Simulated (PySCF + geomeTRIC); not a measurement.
Caution, from a PySCF single point (B3LYP-D3(BJ)/def2-TZVPD) at this geometry: the highest occupied level lies above zero, so the state may not be bound.

Species: H$_{3}$Si, SMILES `[SiH3-]` (charge -1, multiplicity 1).

### Question
Give a relaxed geometry from PySCF + geomeTRIC with B3LYP-D3(BJ)/def2-TZVPD.

### Answer
the end point of this relaxation (outside a Z-matrix the atoms follow the SMILES, hydrogens last).
Z-matrix (Å, degrees):
```
Si
H 1 1.5439
H 1 1.5439 2 94.34
H 1 1.5439 2 94.34 3 -94.70
```
